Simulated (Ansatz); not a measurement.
Equilibrium lattice constant a (Å) of solids drawn from the class of elemental solids other than molecular ones, at two levels: LDA (plane waves, PAW; Ansatz, a quantum-chemistry and plane-wave program), and PBEsol (Ansatz, plane waves, PAW).

```json
[
 {"solid": "fcc Ir", "LDA": "3.811", "PBEsol": "3.830", "shift (%)": "+0.50"},
 {"solid": "fcc Al", "LDA": "3.982", "PBEsol": "4.014", "shift (%)": "+0.80"},
 {"solid": "bcc Rb", "LDA": "5.376", "PBEsol": "5.569", "shift (%)": "+3.59"},
 {"solid": "grey tin (α-Sn)", "LDA": "6.472", "PBEsol": "6.539", "shift (%)": "+1.04"},
 {"solid": "bcc Ba", "LDA": "4.757", "PBEsol": "4.881", "shift (%)": "+2.61"},
 {"solid": "bcc Li", "LDA": "3.363", "PBEsol": "3.434", "shift (%)": "+2.11"}
]
```

The shifts run from +0.50 % to +3.59 %, with a median of +1.57 %.

Over all 6 rows PBEsol is the larger in 6.

Ansatz's runs of these crystals have no spin polarisation.

Spin–orbit coupling is left out, also for the solids with elements from indium on (fcc Ir, grey tin (α-Sn), bcc Ba); its size isn't shown.

Ansatz's density-functional and Hartree–Fock values are scalar-relativistic unless marked +SOC, with PAW data made under PBE.
